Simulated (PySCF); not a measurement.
Trends in electronic spectra. Method: TDDFT CAM-B3LYP/def2-SVPD, vertical, gas phase, core orbitals frozen in the response in PySCF 2.14.0, density-fitted response routines. Geometries: GFN2-xTB; one conformer of each isolated species. Triplets are in the Tamm–Dancoff approximation. 'Strongest' means the level of largest summed f among the lowest 8 singlets; it needn't be the same kind of state in each.

Task: Rank by computed HOMO–LUMO gap, lowest first.
A. `C=CC[Si@H](O)C#CC`
B. `CC#C[C@@H]1[SiH2]O[C@@H]1C`
C. `COc1ccccc1`
D. `C=C/C=C/C=C\O[SiH3]`
E. `C#C[C@H](C)C(=O)C[SiH3]`
F. `C(=C)[SiH2]OC1CCC=1`
G. `Cc1cpcpc1Cl`

Result: D (6.78 eV), G (6.94 eV), F (8.27 eV), C (8.55 eV), B (8.73 eV), E (8.92 eV), A (9.37 eV).

| SMILES | gap (eV) | strongest (eV) | first f ≥ 0.01 (nm) | S1 (eV) | LUMO (eV) | S1 mainly |
| --- | --- | --- | --- | --- | --- | --- |
| C=C/C=C/C=C\O[SiH3] | 6.78 | 4.65 | 267 | 4.65 | -0.25 | H→L (98%) |
| Cc1cpcpc1Cl | 6.94 | 5.42 | 301 | 4.12 | -1.25 | H→L+1 (44%) |
| C=C[SiH2]OC1=CCC1 | 8.27 | 7.00 | 203 | 6.07 | 0.55 | H→L+1 (64%) |
| COc1ccccc1 | 8.55 | 7.02 | 236 | 5.26 | 0.87 | H→L (76%) |
| CC#C[C@@H]1[SiH2]O[C@@H]1C | 8.73 | 5.82 | 213 | 5.82 | 0.66 | H→L (92%) |
| C#C[C@H](C)C(=O)C[SiH3] | 8.92 | 7.54 | 183 | 4.45 | 0.28 | H→L (81%) |
| C=CC[Si@H](O)C#CC | 9.37 | 6.76 | 184 | 5.95 | 0.93 | H-2→L (22%) |

H and L stand for HOMO and LUMO.

- `C=C/C=C/C=C\O[SiH3]`: Löwdin shares by element: HOMO carbon 60% or more (atoms not listed hold the other 40%); LUMO carbon 64% or more (atoms not listed hold the other 36%).
- `Cc1cpcpc1Cl`: Löwdin shares by element: HOMO carbon 35% or more, phosphorus 19% or more, chlorine 18% (atoms not listed hold the other 28%); LUMO phosphorus 41%, carbon 35% or more (atoms not listed hold the other 23%).
- `C=C[SiH2]OC1=CCC1`: Löwdin shares by element: HOMO carbon 65% or more, oxygen 17% (atoms not listed hold the other 18%); LUMO carbon 63% or more, silicon 12%, hydrogen 6% or more (atoms not listed hold the other 19%).
- `COc1ccccc1`: Löwdin shares by element: HOMO carbon 46% or more, oxygen 21% (atoms not listed hold the other 33%); LUMO carbon 71% or more (atoms not listed hold the other 29%).
- `CC#C[C@@H]1[SiH2]O[C@@H]1C`: Löwdin shares by element: HOMO carbon 70% or more, silicon 8% (atoms not listed hold the other 21%); LUMO silicon 38%, hydrogen 24% or more, oxygen 13% (atoms not listed hold the other 24%).
- `C#C[C@H](C)C(=O)C[SiH3]`: Löwdin shares by element: HOMO oxygen 43%, carbon 30% or more (atoms not listed hold the other 27%); LUMO carbon 37% or more, oxygen 24%, silicon 10% (atoms not listed hold the other 29%).
- `C=CC[Si@H](O)C#CC`: Löwdin shares by element: HOMO carbon 65% or more, silicon 8% (atoms not listed hold the other 27%); LUMO carbon 23% or more, silicon 20%, oxygen 11% (atoms not listed hold the other 46%).
